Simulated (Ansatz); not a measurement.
**BH (triplet): from Hartree-Fock to the top rungs, aug-cc-pVTZ**

How much of the correlation energy of BH (triplet) does each wave-function method recover here?

Program: Ansatz 0.2.0, Gaussian basis. Level of theory: aug-cc-pVTZ, core rule «outside noble gas», up to 1 orbitals frozen. These are calculated values, not measurements.

To be run: UHF; CCSD(T) on ROHF; CCSD(T) on UHF; BCCD(T) on ROHF; CCSDT(Q) on ROHF; CCSDT(Q) on UHF; CASSCF and MRCISD+Q, 4 electrons in 5 orbitals; CASSCF and NEVPT2, 4 electrons in 5 orbitals; Full CI.

10 further runs of the same task are left out: 2 for a known fault of the program, 3 that didn't finish, 5 set aside as unsound or not needed.

## (1) The system

The geometry is a PBE0/def2-TZVPD stationary point (not a proven minimum) of the parent state, kept for this charge and spin.

2 atoms, charge 0, spin multiplicity 3.

Atoms are counted from 1 here; the program's logs count them from 0.

Bond lengths: B1–H2 1.206 Å.

## (2) UHF

File in.yaml:

```yaml
crystal:
  periodic: [false, false, false]
  atoms:
    - {symbol: B, position_ang: [0.000000, 0.000000, 0.000000]}
    - {symbol: H, position_ang: [0.000000, 0.000000, 1.205800]}
basis:
  gaussian: {orbitals: aug-cc-pVTZ}
magnetization: {spin_polarized: true, initial_magnetization: 2}
hamiltonian: {xc: hf}
output: {orbitals: {seedname: orbitals}}
```

Command:

```bash
$ ansatz run in.yaml --threads 1 --pin off --events-out ev --progress --plain --max-ram 2560MiB --backend cpu
```

The runs that follow: CCSD(T) on ROHF; CCSD(T) on UHF; BCCD(T) on ROHF; CCSDT(Q) on ROHF; CCSDT(Q) on UHF; CASSCF and MRCISD+Q, 4 electrons in 5 orbitals; CASSCF and NEVPT2, 4 electrons in 5 orbitals; Full CI.

**Question.** What will the summary of the whole plan be? Wanted: FCI below the RHF energy; RMP2 from FCI; UMP2 from FCI; RCCSD from FCI; RCCSD(T) from FCI; UCCSD(T) from FCI; RCCSDT(Q) from FCI; UCCSDT(Q) from FCI; NEVPT2 valence from FCI.

**Answer**, as computed:

| quantity | value |
| --- | --- |
| FCI below the RHF energy | -1.8551 eV |
| RMP2 from FCI | +436.4 meV |
| UMP2 from FCI | +432.7 meV |
| RCCSD from FCI | +52.6 meV |
| RCCSD(T) from FCI | +12.3 meV |
| UCCSD(T) from FCI | +11.8 meV |
| RCCSDT(Q) from FCI | 0.0 meV |
| UCCSDT(Q) from FCI | -0.6 meV |
| NEVPT2 valence from FCI | +379.7 meV |
| MRCISD+Q valence from FCI | +34.5 meV |
| levels within 1 kcal/mol (43 meV) | RCCSD(T), UCCSD(T), BCCD(T), RCCSDT, UCCSDT, RCCSDT(Q), UCCSDT(Q), MRCISD+Q valence |
| T1 diagnostic | 0.024 |
| effectively unpaired electrons | 2.01 |

**Reading.** RCCSD(T) lands +12.3 meV from the yardstick (0.7 % of the correlation energy). One determinant dominates. Of the multireference levels listed MRCISD+Q valence comes nearest in total energy (+34.5 meV), which doesn't show that its space is the better one. These misses are within one basis, not against nature; the frozen cores of restricted and unrestricted runs differ, which can shift their rows.
